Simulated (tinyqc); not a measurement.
The integration grid: Kohn-Sham SCAN on finer and finer grids in the sto-6g basis, for H2O, spin multiplicity 1. Computed by the program tinyqc with PySCF. Self-consistent on each grid; the net force on the molecule should vanish.

Geometry (angstrom):
```
atom,x,y,z
O,0.0000,0.0000,0.0000
H,0.0000,0.8120,0.6390
H,0.0000,-0.8120,0.6390
```

Kohn-Sham energy on Becke grids (radial x angular points per atom):
```
grid,points,residual of the electron count,E (hartree),E - finest (mhartree),largest net force without grid terms (hartree/bohr)
10 x 14,416,-1.22e-02,-76.055074,-29.508769,1.16e-01
15 x 26,1162,1.21e-02,-76.027648,-2.082688,8.17e-02
20 x 50,2990,-4.96e-04,-76.030859,-5.293963,1.38e-01
30 x 86,7726,2.58e-04,-76.030586,-5.020760,1.32e-02
50 x 194,29072,-1.89e-06,-76.027390,-1.824924,8.53e-02
75 x 302,67846,-5.28e-08,-76.024856,0.709682,1.06e-01
120 x 590,212156,-1.08e-08,-76.025565,0.000000,1.53e-02
```

What does the comparison show, and why?

The energy is within 0.1 mhartree of the finest grid first at 120 x 590. The error has both signs, since quadrature is not variational. The electron count and the net force are cheap signs of a poor grid.
